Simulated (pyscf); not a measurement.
`[F][Ta]([F])([F])([F])[F]` + `[ClH]` → `[FH]` + `[F][Ta]([F])([F])([F])[Cl]` (four-centre exchange; singlet surface; F–Ta, Cl–H broken, F–H, Cl–Ta formed). PySCF, gas phase, ωB97X-D3(BJ)/def2-SVP geometries. Energies in kcal/mol from the separated reactants.

```csv
level,barrier,reaction energy
ωB97X-D3(BJ)/def2-TZVP,1.4,+4.0
PBE/def2-TZVP,3.9,+7.3
PBE0-D3(BJ)/def2-TZVP,[?],[?]
M06-2X/def2-TZVP,2.1,+4.8
ωB97M-D3(BJ)/def2-TZVP,[?],+7.9
HF/def2-TZVP,18.8,+8.4
```

Task: Some entries are withheld; supply them.

Result: 
- PBE0-D3(BJ)/def2-TZVP, barrier: 3.3
- PBE0-D3(BJ)/def2-TZVP, reaction energy: +5.6
- ωB97M-D3(BJ)/def2-TZVP, barrier: 5.9

On the reactant side the descent ends in an adduct with a Cl–Ta contact, 10.5 kcal/mol under the separated species and 11.9 kcal/mol under the saddle at ωB97X-D3(BJ)/def2-TZVP. On the product side the descent ends in an adduct with a F–Ta contact, 10.7 kcal/mol under the separated species and 8.0 kcal/mol under the saddle at ωB97X-D3(BJ)/def2-TZVP. At ωB97X-D3(BJ), PBE, PBE0-D3(BJ), M06-2X, ωB97M-D3(BJ) the saddle lies under the separated products, which points to a path from their complex (located at ωB97X-D3(BJ) alone), and parting the products costs more than the saddle. What is counted as formed (Cl–Ta) is already present as a longer contact in the reactant adduct; forming that adduct is a step of its own. What is counted as broken (F–Ta) persists as a longer contact in the product adduct; parting that adduct is a step of its own. This is the saddle that the search found; another between the same sides may lie lower. Elements past Kr carry the def2 core potentials, without spin-orbit coupling.
